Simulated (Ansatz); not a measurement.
# BH₄ (doublet): wave-function methods side by side at distance B1–H5 = 1.692 Å, cc-pVTZ

How much of the correlation energy of BH₄ (doublet) does each wave-function method recover here?

Program: Ansatz 0.2.0, Gaussian basis. Level of theory: cc-pVTZ, core rule «outside noble gas», up to 1 orbitals frozen. These are calculated values, not measurements.

The runs, in order: UHF; CCSD(T) on ROHF; CCSD(T) on UHF; BCCD(T) on ROHF; CCSDT(Q) on ROHF; CCSDT(Q) on UHF; CASSCF and MRCISD+Q, 3 electrons in 3 orbitals; CASSCF and NEVPT2, 3 electrons in 3 orbitals; CASSCF and MRCISD+Q, 7 electrons in 8 orbitals; CASSCF and NEVPT2, 7 electrons in 8 orbitals.

4 further runs of the same task are left out: 4 for a known fault of the program. Runs told in other sessions of the task aren't counted.

### 1 The system

The geometry derives from a PBE0/def2-TZVP stationary point (not a proven minimum). One bond is set to the value named and the two fragments are kept rigid.

5 atoms, charge 0, spin multiplicity 2.

Atoms are counted from 1 here; the program's logs count them from 0.

Bond lengths: B1–H2 1.220 Å, B1–H3 1.220 Å, B1–H4 1.220 Å. Angles: H2–B1–H3 96.8°, H2–B1–H4 96.8°, H3–B1–H4 139.9°.

Geometry (Å):

```
B    -0.01109    0.02135    0.02115
H     0.40360    0.83384    0.83180
H    -0.43541   -0.78634    0.83161
H    -0.42390    0.83000   -0.79430
H     0.57464   -1.10648   -1.09590
```

### 2 UHF

in.yaml reads:

```yaml
crystal:
  periodic: [false, false, false]
  atoms:
    - {symbol: B, position_ang: [-0.011087, 0.021349, 0.021145]}
    - {symbol: H, position_ang: [0.403598, 0.833844, 0.831798]}
    - {symbol: H, position_ang: [-0.435414, -0.786345, 0.831606]}
    - {symbol: H, position_ang: [-0.423899, 0.829995, -0.794298]}
    - {symbol: H, position_ang: [0.574637, -1.106480, -1.095902]}
basis:
  gaussian: {orbitals: cc-pVTZ}
magnetization: {spin_polarized: true, initial_magnetization: 1}
hamiltonian: {xc: hf}
output: {orbitals: {seedname: orbitals}}
```

The run is started by

```sh
> ansatz run in.yaml --threads 1 --pin off --events-out ev --progress --plain --max-ram 4096MiB --backend cpu
```

After this run come: CCSD(T) on ROHF; CCSD(T) on UHF; BCCD(T) on ROHF; CCSDT(Q) on ROHF; CCSDT(Q) on UHF; CASSCF and MRCISD+Q, 3 electrons in 3 orbitals; CASSCF and NEVPT2, 3 electrons in 3 orbitals; CASSCF and MRCISD+Q, 7 electrons in 8 orbitals; CASSCF and NEVPT2, 7 electrons in 8 orbitals.

Q: Predict the results of all the runs planned. Wanted: UCCSDT(Q) from the RHF energy; RMP2 from UCCSDT(Q); UMP2 from UCCSDT(Q); RCCSD from UCCSDT(Q); RCCSD(T) from UCCSDT(Q); UCCSD(T) from UCCSDT(Q); RCCSDT(Q) from UCCSDT(Q); NEVPT2 valence from UCCSDT(Q); MRCISD+Q valence from UCCSDT(Q).

The runs gave:

| quantity | value |
| --- | --- |
| UCCSDT(Q) from the ROHF energy | -4.6345 eV |
| RMP2 from UCCSDT(Q) | +1041.4 meV |
| UMP2 from UCCSDT(Q) | +955.5 meV |
| RCCSD from UCCSDT(Q) | +173.3 meV |
| RCCSD(T) from UCCSDT(Q) | +34.8 meV |
| UCCSD(T) from UCCSDT(Q) | +36.4 meV |
| RCCSDT(Q) from UCCSDT(Q) | +0.3 meV |
| NEVPT2 valence from UCCSDT(Q) | +708.1 meV |
| MRCISD+Q valence from UCCSDT(Q) | +37.3 meV |
| levels within 1 kcal/mol (43 meV) | RCCSD(T), UCCSD(T), BCCD(T), RCCSDT, UCCSDT, RCCSDT(Q), MRCISD+Q valence |
| T1 diagnostic | 0.083 |
| effectively unpaired electrons | 1.03 |

**Reading.** RCCSD(T) misses by +34.8 meV, 0.8 % of the correlation energy. The occupations are near whole numbers, but T1 = 0.083 shows that the orbitals relax strongly. Of the multireference levels listed MRCISD+Q valence comes nearest in total energy (+37.3 meV), which doesn't show that its space is the better one. These misses are within one basis, not against nature; the frozen cores of restricted and unrestricted runs differ, which can shift their rows.
